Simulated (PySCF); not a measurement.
Compound: boron trihydride, BH3.
SMILES with atom numbers: `[BH3:1]` (hydrogens: H2, H3, H4 on B1)

Computed, not measured: TDDFT CAM-B3LYP/aug-cc-pVTZ, vertical, gas phase, core orbitals frozen in the response (PySCF 2.14.0, density-fitted response routines). Geometry: PBE0-D3(BJ)/def2-TZVP; no solvent, vibrations or thermal averaging.

Lowest singlets, with some entries withheld (?). Orbitals of the list HOMO-3 to LUMO+2 that lie within 0.01 eV of each other are written together with a slash and their weights summed (≥ marks a lower bound); for degenerate orbitals outside that list single weights are arbitrary.

```json
{"state": "S1", "E (eV)": "5.84", "f": "0.0000", "main configurations (H = HOMO, L = LUMO)": "H-1/H→L (≥95%)"}
{"state": "S2", "E (eV)": "5.84", "f": "0.0000", "main configurations (H = HOMO, L = LUMO)": "H-1/H→L (≥95%)"}
{"state": "S3", "E (eV)": "?", "f": "?", "main configurations (H = HOMO, L = LUMO)": "H-1/H→L+1 (≥89%)"}
{"state": "S4", "E (eV)": "?", "f": "?", "main configurations (H = HOMO, L = LUMO)": "H-1/H→L+1 (≥89%)"}
{"state": "S5", "E (eV)": "10.00", "f": "?", "main configurations (H = HOMO, L = LUMO)": "H-1/H→L+2 (≥48%), H-1/H→L+3 (≥44%)"}
{"state": "S6", "E (eV)": "10.07", "f": "0.0010", "main configurations (H = HOMO, L = LUMO)": "H-1/H→L+3 (≥44%), H-1/H→L+2 (≥31%)"}
{"state": "S7", "E (eV)": "10.07", "f": "0.0010", "main configurations (H = HOMO, L = LUMO)": "H-1/H→L+3 (≥45%), H-1/H→L+2 (≥30%)"}
{"state": "S8", "E (eV)": "10.27", "f": "0.0000", "main configurations (H = HOMO, L = LUMO)": "H-1/H→L+2 (≥48%), H-1/H→L+3 (≥46%)"}
{"state": "S9", "E (eV)": "?", "f": "?", "main configurations (H = HOMO, L = LUMO)": "H-1/H→L+4 (≥90%)"}
{"state": "S10", "E (eV)": "?", "f": "?", "main configurations (H = HOMO, L = LUMO)": "H-1/H→L+4 (≥90%)"}
```

(1) Fill in the withheld entries.

(2) Where do the lowest triplets lie (Tamm–Dancoff)?

(3) What is the mean static polarisability from the same response equations?

(4) How far apart are S6 and S9, in eV and cm⁻¹?

## Answers

(1) 
- S3: E = 9.27 eV; f = 0.106
- S4: E = 9.27 eV; f = 0.106
- S5: f = 0.0000
- S9: E = 10.36 eV; f = 0.0000
- S10: E = 10.36 eV; f = 0.0000

(2) T1 5.08 eV, H-1/H→L (≥93%); T2 5.08 eV, H-1/H→L (≥93%); T3 9.04 eV, H-1/H→L+1 (≥80%); T4 9.04 eV, H-1/H→L+1 (≥80%). E(S1) − E(T1) = +0.76 eV.

(3) 17.7 au (2.62 Å³), with principal values 14.7, 19.2 and 19.2 au.

(4) 10.356 − 10.068 = 0.288 eV, or about 2320 cm⁻¹.
